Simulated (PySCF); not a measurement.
Atom-mapped SMILES (the numbers label the heavy atoms): `[NH2:1][CH2:2][C:3]([F:4])([F:5])[F:6]`. Hydrogens are named by the atom that carries them.

One averaged value for each set of equivalent atoms, non-relativistic Hamiltonian, isolated molecule, one conformer. J: B3LYP/pcJ-1 (spin–dipole term only in couplings to heteroatoms); KT3/pcSseg-2 with gauge-including orbitals; geometry from PBE0-D3(BJ)/def2-SVP; PySCF 2.14.

Question: Predict the 2D correlation tables (HSQC, COSY, HMBC).

Answer: 

HSQC (one-bond C–H):
```
          δH         δC  $^{1}J$(C,H) (Hz)
3.30 (H(C2))  49.2 (C2)                139
```

HMBC (two and three bonds, |J| ≥ 2.5 Hz):
```
          δH  δC [abs. J in Hz]
3.30 (H(C2))   133.5 (C3) [5.3]
```

No COSY cross peaks are expected.

Referencing at the same level of theory: $^{1}$H (σref 31.35), $^{13}$C (σref 181.31) against TMS.

Exchangeable OH/NH protons stand at their gas-phase positions; hydrogen bonding in a real sample shifts them, mostly to higher δ. Common functionals overestimate the size of one-bond C–F couplings by tens of Hz; these are unscaled. Shifts are as computed, not scaled to solution data. Of 1211 compounds with measured shifts, 218 miss one by over three times the rms of a fit or turn the order of signals round; such compounds aren't used in these exercises.
